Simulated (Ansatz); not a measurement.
We consider zinc-blende BeTe, described by PBEsol+SOC (Ansatz, a program for electronic structure, PAW).

Settings: plane-wave cutoff 520 eV, 10×10×10 k mesh, Fermi–Dirac smearing 0.01 eV, PAW data made under PBE.

A third-order Birch–Murnaghan fit to the energies gives V0 = 22.012 Å³/atom, B0 = 60.1 GPa, B′ = 4.0.

```
V (Å³/atom)  P (GPa)
-----------  -------
20.690             …
21.130             …
21.570             …
22.010          0.01
22.451         -1.14
22.891             …
23.331         -3.11
```

**Question.** Estimate the withheld pressures from this fit; the answers are the runs' own values.

**Answer.** 
- 20.690, P (GPa): 4.21
- 21.130, P (GPa): 2.67
- 21.570, P (GPa): 1.27
- 22.891, P (GPa): -2.17

The formula P = (3/2) B0 (x^(7/3) − x^(5/3)) [1 + (3/4)(B′ − 4)(x^(2/3) − 1)] with x = V0/V meets the computed pressures within 0.01 GPa when these rounded values are put in.

Measured, for comparison: bulk modulus 67 GPa (room temperature, not corrected to a static lattice; as tabulated in Elmahjoubi et al. (2023), arXiv:2303.01780); equilibrium volume per atom 22.26 Å³/atom (temperature not stated, not corrected to a static lattice; as tabulated in Bernardini et al. (2000), arXiv:cond-mat/0007180). Computed (rounded) less measured: bulk modulus -10 %, equilibrium volume per atom -1.1 %. A static lattice is as a rule a little smaller and stiffer than an uncorrected measurement, which narrows the difference in the equilibrium volume per atom and would widen misses of the other sign.

Static lattice: no zero-point or thermal effects.
